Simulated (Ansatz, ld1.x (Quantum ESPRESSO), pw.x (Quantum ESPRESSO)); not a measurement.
## What a changed setting does to a pw.x run (diamond S)

Potential: norm-conserving RRKJ (Kleinman–Bylander form), ld1.x (Quantum ESPRESSO) 7.5, LDA (PW92); core [Ne], reference 3s2 3p4; waves: 3p (bound): rc 1.15 bohr; 3d channel at 0.35 Ry: rc 1.15 bohr; 3s (bound): rc 1.72 bohr; local part: the s channel; core correction: Bessel-smoothed model core inside 0.80 bohr.

The reference run (k-mesh 8³, cutoffs 120/480 Ry, Fermi–Dirac 0.01 Ry, mixing_beta 0.4, conv_thr 1e-9, no spin) gives -0.52 GPa at 22.380 Å³/atom, where all-electron LAPW gives 0.01 GPa. This run, with its own iteration cap, changes k-mesh points per axis to 4.

```
&control
  calculation='scf', prefix='x', pseudo_dir='./', outdir='./tmp', tstress=.true., disk_io='none'
/
&system
  ibrav=0, nat=2, ntyp=1, ecutwfc=120, ecutrho=480, nbnd=14,
  occupations='smearing', smearing='fd', degauss=0.01
/
&electrons
  conv_thr=1e-09, mixing_beta=0.4, electron_maxstep=50
/
ATOMIC_SPECIES
S 1.0 S.UPF
CELL_PARAMETERS angstrom
  0.00000000 2.81808028 2.81808028
  2.81808028 0.00000000 2.81808028
  2.81808028 2.81808028 0.00000000
ATOMIC_POSITIONS crystal
S 0.0000 0.0000 0.0000
S 0.2500 0.2500 0.2500
K_POINTS automatic
4 4 4 0 0 0
```

```bash
pw.x < S.scf.in > S.scf.out
```

Problem. How does the run end?

Solution. It converges in 6 iterations; the free energy moves by +46.0 meV/atom and the pressure by +1.05 GPa.

```
Message from routine setup:
     using ibrav=0 with symmetry is DISCOURAGED, use correct ibrav instead
     lattice parameter (alat)  =       7.5313  a.u.
     unit-cell volume          =     302.0555 (a.u.)^3
     number of electrons       =        12.00
     number of Kohn-Sham states=           14
     kinetic-energy cutoff     =     120.0000  Ry
     charge density cutoff     =     480.0000  Ry
     scf convergence threshold =      1.0E-09
     Exchange-correlation= PW
     number of k points=     8  Fermi-Dirac smearing, width (Ry)=  0.0100
     iteration #  1     ecut=   120.00 Ry     beta= 0.40
     total energy              =     -69.01667381 Ry
     estimated scf accuracy    <       0.00255444 Ry
     iteration #  2     ecut=   120.00 Ry     beta= 0.40
     total energy              =     -69.01645426 Ry
     estimated scf accuracy    <       0.00075492 Ry
     iteration #  3     ecut=   120.00 Ry     beta= 0.40
     total energy              =     -69.01648784 Ry
     estimated scf accuracy    <       0.00000447 Ry
     iteration #  4     ecut=   120.00 Ry     beta= 0.40
     total energy              =     -69.01649061 Ry
     estimated scf accuracy    <       0.00000019 Ry
     iteration #  5     ecut=   120.00 Ry     beta= 0.40
     total energy              =     -69.01649060 Ry
     estimated scf accuracy    <       0.00000024 Ry
     iteration #  6     ecut=   120.00 Ry     beta= 0.40
     the Fermi energy is     5.2548 ev
!    total energy              =     -69.01649064 Ry
     estimated scf accuracy    <          6.1E-10 Ry
     smearing contrib. (-TS)   =      -0.00725936 Ry
     The total energy is F=E-TS. E is the sum of the following terms:
     one-electron contribution =      -0.40912284 Ry
     hartree contribution      =       5.67361149 Ry
     xc contribution           =     -37.85866524 Ry
     ewald contribution        =     -36.41505469 Ry
     convergence has been achieved in   6 iterations
          total   stress  (Ry/bohr**3)                   (kbar)     P=        5.34
     Message from routine punch:
     Nothing written, as per user request (disk_io='none')
```

The run took about 9.1 s on one core of a shared host (Neoverse-V2, 96 threads, 742 GiB, load 48).
